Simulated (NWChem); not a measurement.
The numbers come from NWChem runs, not from measurements. System: B, charge 2, spin multiplicity 2. Its SCF solution wasn't tested for a lower state. Level: ULDA (SVWN5)/def2-TZVPD.

The NWChem input:

```
start mol
memory heap 200 mb stack 900 mb global 1100 mb
charge 2
geometry units angstroms nocenter noautoz
  B      0.000000     0.000000     0.000000
  symmetry group D2h
end
basis spherical
  * library def2-tzvpd
end
dft
  xc slater vwn_5
  odft
  mult 2
  semidirect memsize 60000000 filesize 0
  iterations 100
end
task dft energy
```

Part of the output:

```
             Northwest Computational Chemistry Package (NWChem) 7.3.0
             --------------------------------------------------------

                                NWChem Input Module
                                -------------------

 Scaling coordinates for geometry "geometry" by  1.889725989
 (inverse scale =  0.529177249)

                             Geometry "geometry" -> ""
                             -------------------------

 Output coordinates in angstroms (scale by  1.889725989 to convert to a.u.)

  No.       Tag          Charge          X              Y              Z
 ---- ---------------- ---------- -------------- -------------- --------------
    1 B                    5.0000     0.00000000     0.00000000     0.00000000

 Effective nuclear repulsion energy (a.u.)       0.0000000000

            Nuclear Dipole moment (a.u.)
            ----------------------------
        X                 Y               Z
 ---------------- ---------------- ----------------
     0.0000000000     0.0000000000     0.0000000000

      Symmetry information
      --------------------

 Group name             D2h
 Group number             26
 Group order               8
 No. of unique centers     1

      Symmetry unique atoms

     1


 Summary of "ao basis" -> "" (spherical)
 ------------------------------------------------------------------------------
       Tag                 Description            Shells   Functions and Types
 ---------------- ------------------------------  ------  ---------------------
 *                         def2-tzvpd                 on all atoms

                                 NWChem DFT Module
                                 -----------------

 Summary of "ao basis" -> "ao basis" (spherical)
 ------------------------------------------------------------------------------
       Tag                 Description            Shells   Functions and Types
 ---------------- ------------------------------  ------  ---------------------
 B                         def2-tzvpd               13       37   6s3p3d1f

 Summary of "ao basis" -> "ao basis" (spherical)
[...]
   Bfn.  Coefficient  Atom+Function         Bfn.  Coefficient  Atom+Function
  ----- ------------  ---------------      ----- ------------  ---------------
     8      0.728175  1 B  py                11      0.363732  1 B  py

 Vector    4  Occ=0.000000D+00  E=-9.731748D-01  Symmetry=b3u
              MO Center= -4.6D-27,  8.1D-34,  1.2D-33, r^2= 8.4D-01
   Bfn.  Coefficient  Atom+Function         Bfn.  Coefficient  Atom+Function
  ----- ------------  ---------------      ----- ------------  ---------------
     7      0.728175  1 B  px                10      0.363732  1 B  px

 Vector    5  Occ=0.000000D+00  E=-9.731748D-01  Symmetry=b1u
              MO Center=  3.1D-32, -8.2D-33,  3.9D-32, r^2= 8.4D-01
   Bfn.  Coefficient  Atom+Function         Bfn.  Coefficient  Atom+Function
  ----- ------------  ---------------      ----- ------------  ---------------
     9      0.728175  1 B  pz                12      0.363732  1 B  pz

                     DFT Final Beta Molecular Orbital Analysis
                     -----------------------------------------

 Vector    1  Occ=1.000000D+00  E=-7.658581D+00  Symmetry=ag
              MO Center=  2.2D-50,  2.5D-50, -4.0D-50, r^2= 4.1D-02
   Bfn.  Coefficient  Atom+Function         Bfn.  Coefficient  Atom+Function
  ----- ------------  ---------------      ----- ------------  ---------------
     2      0.588867  1 B  s                  1      0.489046  1 B  s
     3      0.032036  1 B  s                  4     -0.026096  1 B  s

 Vector    2  Occ=0.000000D+00  E=-1.060806D+00  Symmetry=ag
              MO Center= -7.1D-19, -1.3D-17,  4.3D-17, r^2= 9.3D-01
   Bfn.  Coefficient  Atom+Function         Bfn.  Coefficient  Atom+Function
  ----- ------------  ---------------      ----- ------------  ---------------
     3      0.708015  1 B  s                  4      0.390876  1 B  s
     2     -0.274470  1 B  s                  1     -0.141563  1 B  s
     5      0.028020  1 B  s

 Vector    3  Occ=0.000000D+00  E=-8.529789D-01  Symmetry=b1u
              MO Center= -2.6D-33, -1.3D-33, -4.3D-17, r^2= 9.1D-01
   Bfn.  Coefficient  Atom+Function         Bfn.  Coefficient  Atom+Function
  ----- ------------  ---------------      ----- ------------  ---------------
     9      0.699772  1 B  pz                12      0.376996  1 B  pz
    15      0.036303  1 B  pz

 Vector    4  Occ=0.000000D+00  E=-8.529789D-01  Symmetry=b2u
              MO Center=  8.0D-34,  1.3D-17,  3.6D-32, r^2= 9.1D-01
   Bfn.  Coefficient  Atom+Function         Bfn.  Coefficient  Atom+Function
  ----- ------------  ---------------      ----- ------------  ---------------
     8      0.699772  1 B  py                11      0.376996  1 B  py
    14      0.036303  1 B  py

   alpha - beta orbital overlaps
   -----------------------------

   alpha      1      2      3      4      5      6      7      8      9     10
    beta      1      2      4      5      3      6      8      7      9     10
 overlap   1.000  0.999  0.999  0.999  0.999  0.996  0.998  0.998  0.998  0.990

   alpha     11     12     13     14     15     16     17     18     19     20
    beta     11     13     12     14     15     16     17     19     18     20
 overlap   0.990  0.990  0.990  0.990  0.996  0.990  0.990  0.990  0.990  0.990

   alpha     21     22     23     24     25     26     27     28     29     30
    beta     22     21     23     24     26     25     27     31     28     29
 overlap   0.999  0.999  0.999  0.998  0.945  0.982  1.000  1.000  1.000  0.982

   alpha     31     32     33     34     35     36     37
    beta     30     32     33     36     34     35     37
 overlap   0.945  0.999  0.999  0.999  0.999  0.999  1.000

     --------------------------
     Expectation value of S2:
     --------------------------
      <S2> =      0.7500 (Exact =     0.7500)

 Task  times  cpu:        0.2s     wall:        0.2s

 Total times  cpu:        0.3s     wall:        0.3s
```
